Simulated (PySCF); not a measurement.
Atomization energy of N2, singlet, from cheap to dear

Geometry (MP2(full)/6-31G*, from the G2/97 set):

| atom | x (Å) | y (Å) | z (Å) |
| --- | --- | --- | --- |
| N | 0.0000 | 0.0000 | 0.0000 |
| N | 0.0000 | 0.0000 | 1.1300 |

Measured, as an electronic atomization energy: 228.5 kcal/mol (G2/97 heats of formation of molecule and atoms, with zero-point and thermal terms from B3LYP taken off; Curtiss et al., J. Chem. Phys. 106, 1063 (1997), Staroverov et al., J. Chem. Phys. 119, 12129 (2003)). The measured value holds scalar relativity and spin–orbit coupling, which all computed ones lack, and core correlation, which the wave-function levels lack. Atoms are taken at the same level; beside RHF, RMP2 and RCC rows they are unrestricted. PySCF 2.14.0; the 6-31G* set has Cartesian d functions; a miss is computed less measured; times are wall times on shared hosts and scatter by a factor of two or so; they hold the correlated step alone (with one SCF for RCCSD(T)), and functionals start from a converged Hartree–Fock density. B3LYP has the VWN-RPA form, and B2PLYP's MP2 part freezes the cores. A small miss in a small set is a cancellation of the method's error against the basis error.

```tsv
level	basis	miss (kcal/mol)	time of the run	hardware
RHF	STO-3G	-189.2	–	–
RMP2	STO-3G	-85.2	–	–
RCCSD(T)	STO-3G	-86.4	0.09 s	1 CPU thread
RCCSDT(Q)	STO-3G	-84.8	0.23 s	1 CPU thread
RHF	6-31G	-170.2	–	–
RMP2	6-31G	-48.8	–	–
RCCSD(T)	6-31G	-61.4	0.13 s	1 CPU thread
RCCSDT(Q)	6-31G	-60.1	0.97 s	1 CPU thread
full CI	6-31G	-60.2	16 min	1 CPU thread
RHF	cc-pVDZ	-125.3	–	–
RMP2	cc-pVDZ	-15.6	–	–
RCCSD(T)	cc-pVDZ	-28.2	0.2 s	1 CPU thread
RCCSDT(Q)	cc-pVDZ	-27.2	9.4 s	1 CPU thread
PBE	cc-pVDZ	9.6	0.53 s	1 CPU thread
r2SCAN	cc-pVDZ	-15.9	0.9 s	1 CPU thread
wB97M-V	cc-pVDZ	-4.8	3.1 s	1 CPU thread
B2PLYP	cc-pVDZ	-10.0	0.53 s	1 CPU thread
RMP2	6-31G*	-14.3	–	–
RCCSD(T)	6-31G*	-27.3	0.2 s	1 CPU thread
RCCSDT(Q)	6-31G*	-26.3	14 s	1 CPU thread
PBE	6-31G*	9.5	0.51 s	1 CPU thread
r2SCAN	6-31G*	-15.8	0.92 s	1 CPU thread
B3LYP	6-31G*	-6.6	0.55 s	1 CPU thread
wB97M-V	6-31G*	-4.9	3.1 s	1 CPU thread
B2PLYP	6-31G*	-9.5	0.52 s	1 CPU thread
RHF	cc-pVTZ	-119.9	1.6 s	1 CPU thread
RMP2	cc-pVTZ	-0.1	–	–
RCCSD(T)	cc-pVTZ	-13.3	1.8 s	1 CPU thread
PBE	cc-pVTZ	13.6	1.1 s	1 CPU thread
r2SCAN	cc-pVTZ	-10.9	2.2 s	1 CPU thread
B3LYP	cc-pVTZ	-1.9	1.2 s	1 CPU thread
B2PLYP	cc-pVTZ	-1.7	1.1 s	1 CPU thread
RHF	cc-pVQZ	-119.1	–	–
RMP2	cc-pVQZ	6.3	–	–
RCCSD(T)	cc-pVQZ	-7.2	30 s	1 CPU thread
PBE	cc-pVQZ	14.2	8.2 s	1 CPU thread
r2SCAN	cc-pVQZ	-10.4	11 s	1 CPU thread
B3LYP	cc-pVQZ	-1.2	7.6 s	1 CPU thread
wB97M-V	cc-pVQZ	-0.6	22 s	1 CPU thread
B2PLYP	cc-pVQZ	0.8	11 s	1 CPU thread
```

HF's time is that of a plain UHF run. A dash: the level came out of a higher level's run.

A composite of the best parts (restricted reference, at this geometry, which isn't the minimum of the high levels):

```csv
part,kcal/mol
"Hartree–Fock limit (T, Q; exp(−5.46 √X))",109.65
"CCSD(T) correlation limit (T, Q; X⁻³)",115.71
CCSDT − CCSD(T) (TZ),-0.65
(Q) (TZ),1.26
sum,226.0
sum less measured,-2.5
```
